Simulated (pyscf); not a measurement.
One hydrogen abstraction on the doublet surface with elements of a group swapped. ωB97M-D3(BJ)/def2-TZVP, kJ/mol, from the separated reactants. PySCF, gas phase, ωB97X-D3(BJ)/def2-SVP geometries.

```
step                                                                   barrier  reaction energy  imaginary mode (i cm⁻¹)
---------------------------------------------------------------------  -------  ---------------  -----------------------
`[CH3][SiH2]` [doublet] + `[H][H]` → `[CH3][SiH3]` + `[H]` [doublet]      63.1            +43.3                      958
`[CH3][GeH2]` [doublet] + `[H][H]` -> `[CH3][GeH3]` + `[H]` [doublet]        ?                ?                      710
```

Q: Fill in the missing entries.

A: 
- `[CH3][GeH2]` [doublet] + `[H][H]` -> `[CH3][GeH3]` + `[H]` [doublet], barrier: 91.8
- `[CH3][GeH2]` [doublet] + `[H][H]` -> `[CH3][GeH3]` + `[H]` [doublet], reaction energy: +79.5

Each row is the saddle that its search found. Elements up to Kr have no core potential and no relativistic terms here.
